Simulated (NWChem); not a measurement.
# Correlation energy of P

```xyz
1

P      0.0000     0.0000     0.0000
```
Charge 0, spin multiplicity 4.

Program: NWChem.

Basis set: cc-pVTZ. Each correlation energy counts from its own Hartree-Fock reference.

```tsv
method	correlation energy (mHa)
URI-MP2	-83.3
UMP2	-83.3
SCS-UMP2	-80.2
CCSD on UHF	-100.9
CCSD[T] on UHF	-104.7
CCSD(T) on UHF	-104.7
CCSD on ROHF	-101.2
CCSD[T] on ROHF	-105.4
CCSD(T) on ROHF	-105.4
CCSDT on ROHF	-105.7
```

The values span 25.5 mHa, from CCSDT on ROHF (lowest) to SCS-UMP2 (highest). 

The correlated methods keep 5 core orbitals frozen. No SCF solution was tested for a lower state. Open-shell Hartree-Fock references start from PBE0 orbitals. No row is a measurement; the coupled-cluster row has its own basis-set and correlation limits.
